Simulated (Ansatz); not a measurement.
Geometry optimisation, UKS B3LYP-D4/def2-SVP in Ansatz.

Input:

```yaml
crystal:
  periodic: [false, false, false]
  atoms:
    - { symbol: Si, position_ang: [-0.092723, -0.011938, 0.043293] }
    - { symbol: F, position_ang: [1.366159, 0.50582, -0.503647] }
    - { symbol: H, position_ang: [0.065399, -1.298542, -0.564649] }
    - { symbol: H, position_ang: [-0.143995, -0.010711, 1.523075] }
    - { symbol: H, position_ang: [-1.194941, 0.815271, -0.498172] }
magnetization:
  spin_polarized: true
basis:
  gaussian: { orbitals: def2-SVP }
hamiltonian:
  xc: b3lyp
  dispersion: d4
relax:
  f_tol: 0.03
  max_steps: 50
```

Run as:

```bash
$ ansatz run input.yaml --threads 1 --pin off --max-ram 2048MiB --backend cpu --events-out ev --progress --plain --runs-dir out
```

Where does it end, and by what steps?

The forces met the threshold. After 4 steps the energy has fallen by 0.233 eV; H3 moved furthest, 0.19 Å.

| step | energy less start (eV) | largest force component (eV/Å) | accepted |
| --- | --- | --- | --- |
| 0 | 0.0000 | 1.375 | yes |
| 1 | -0.2155 | 0.626 | yes |
| 2 | -0.2201 | 0.810 | yes |
| 3 | -0.2327 | 0.074 | yes |
| 4 | -0.2331 | 0.002 | yes |

```xyz
5
Properties=species:S:1:pos:R:3
Si -0.036 -0.017 0.011
F 1.372 0.663 -0.442
H -0.088 -1.402 -0.527
H -0.095 -0.038 1.497
H -1.154 0.794 -0.539
```

The run took 10 s on 1 thread of Intel(R) Xeon(R) Processor @ 2.70GHz, on a shared host, peak memory 0.12 GiB.
